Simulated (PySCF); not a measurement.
**CHFO (formyl fluoride): SVWN5/def2-TZVPP**

Aim: the vertical singlet–triplet gap of CHFO (formyl fluoride) at SVWN5/def2-TZVPP, from 2 runs. The job is set up through a Python script.

The calculation is run with PySCF 2.14.0.

2 further runs of the same task are left out: 2 set aside as unsound or not needed.

### Step 1. The system as given

CHFO: 4 atoms, total charge 0, spin state singlet. As SMILES, `O=CF`. Geometry: relaxed at GFN2-xTB.

Bond lengths: O1–C2 1.171 Å, C2–F3 1.341 Å, C2–H4 1.098 Å. Angles: O1–C2–F3 122.3°, O1–C2–H4 129.0°, F3–C2–H4 108.7°.

### Step 2. The energy at SVWN5/def2-TZVPP

input.xyz reads:

```xyz
4

O     -0.889680     0.196020     0.829980
C     -0.049740     0.073340     0.022930
F      0.584370    -1.090860    -0.181350
H      0.355050     0.821510    -0.671560
```

calc.py reads:

```python
from pyscf import gto, dft

molecule = gto.Mole()
molecule.atom = 'input.xyz'
molecule.verbose = 3
molecule.charge = 0
molecule.max_memory = 1860
molecule.spin = 0
molecule.basis = 'def2-tzvpp'
molecule.build()

calc0 = dft.RKS(molecule)
calc0.xc = 'svwn'
calc0.grids.level = 5
calc0.conv_tol = 1e-10
calc0.kernel()
if not calc0.converged:
    calc0 = calc0.newton().run(calc0.mo_coeff, calc0.mo_occ)

etot = calc0.e_tot
print('Final energy', etot)
```

On the command line:

```console
OMP_NUM_THREADS=1 python calc.py
```

Output:

```text
converged SCF energy = -212.352351009074
Final energy -212.3523510090742
```

Run time: 8.4 s. Hardware: 1 thread of Arm Neoverse V1, shared host; peak memory 0.37 GiB.

### Step 3. The triplet, same level

calc.py reads:

```python
from pyscf import gto, dft

mol = gto.M(
    atom='O -0.889680 0.196020 0.829980; C -0.049740 0.073340 0.022930; F 0.584370 -1.090860 -0.181350; H 0.355050 0.821510 -0.671560',
    charge=0,
    basis='def2-tzvpp',
    spin=2,
    verbose=3,
    max_memory=1860,
)

ks = dft.UKS(mol, xc='svwn')
ks.conv_tol = 1e-10
ks.grids.level = 5
ks.kernel()
if not ks.converged:
    ks = ks.newton().run(ks.mo_coeff, ks.mo_occ)

energy = ks.e_tot
print('Final energy', energy)
```

On the command line:

```console
OMP_NUM_THREADS=1 python calc.py
```

Output:

```text
WARN: HOMO -0.100140070230989 >= LUMO -0.372271494212729

WARN: HOMO -0.0511399738041938 >= LUMO -0.201448082507635

WARN: HOMO -0.0884856323265311 >= LUMO -0.306779494871414

WARN: HOMO -0.0970125418134415 >= LUMO -0.304442916917388

WARN: HOMO -0.0991254782774433 >= LUMO -0.307553271598216

WARN: HOMO -0.0951056440362485 >= LUMO -0.304499728958863

WARN: HOMO -0.096007711172593 >= LUMO -0.305228840078684

WARN: HOMO -0.0959662631075133 >= LUMO -0.305179439033346

WARN: HOMO -0.0959808865129936 >= LUMO -0.305185741348986

WARN: HOMO -0.0959799712629774 >= LUMO -0.305186727809737

WARN: HOMO -0.0959796789817275 >= LUMO -0.305186546887832

WARN: HOMO -0.0959800699373652 >= LUMO -0.305187635010896

converged SCF energy = -212.144728570744  <S^2> = 2.002266  2S+1 = 3.0015103
Final energy -212.14472857074395
```

It took 17 s on 1 thread of Arm Neoverse V1, shared host; peak memory 0.38 GiB.

### Step 4. Summary of results

At SVWN5/def2-TZVPP:

| quantity | value |
| --- | --- |
| singlet: total energy | -212.35235 Eh |
| singlet: dipole moment | 2.01 D |
| singlet: HOMO energy | -8.02 eV |
| singlet: LUMO energy | -2.40 eV |
| singlet: HOMO–LUMO gap | 5.62 eV |
| triplet: total energy | -212.14473 Eh |
| triplet: dipole moment | 1.27 D |
| triplet: HOMO energy (highest over α and β) | -2.61 eV |
| triplet: ⟨S²⟩ | 2.002 |
| vertical energy of the triplet above the singlet | 5.650 eV |

In words: At this shape the triplet lies 5.65 eV (130 kcal/mol) above the singlet. Mulliken charges (singlet) run from -0.11 on O1 to +0.13 on H4; they depend strongly on the basis.
